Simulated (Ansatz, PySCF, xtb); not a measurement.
Bonds broken one at a time in the series Ga SH-H. Isolated molecules, 0 K electronic values unless said otherwise. One relaxed conformer stands for each flexible species; it need not be the lowest. Strings in code marks are SMILES.

Quantity: homolytic bond dissociation enthalpy at 298 K (no spin–orbit term), in kJ/mol. Enthalpy corrections at 298 K come from GFN2-xTB frequencies (xtb).

Level 1: B3LYP-D3(BJ)/def2-TZVP // PBE0-D4/def2-TZVP (PySCF)
Level 2: PBE-D3(BJ)/def2-TZVP // PBE0-D4/def2-TZVP (PySCF)
Level 3: B3LYP/3-21G // PBE0-D4/def2-TZVP (PySCF)
Level 4: HF/cc-pVTZ // PBE0-D4/def2-TZVP (Ansatz, an electronic-structure program)

```csv
species,level 1,level 2,level 3,level 4
"S–Ga bond of `[SH][GaH][SH]` (H–S–Ga–S torsion 0°, S–Ga–S–H torsion 180°), giving `[SH]` and `[SH][GaH]` (H–S–Ga–H torsion 180°)",337.1,351.5,338.1,246.9
"S–Ga bond of `[SH][GaH2]` (H–S–Ga–H torsion 180°), giving `[GaH2]` and `[SH]`",351.9,368.1,360.8,255.7
"S–Ga bond of `[SH][Ga]([SH])[SH]`, giving `[SH]` and `[SH][Ga][SH]` (H–S–Ga–S torsion -180°, S–Ga–S–H torsion 0°)",329.0,342.2,322.4,241.5
```
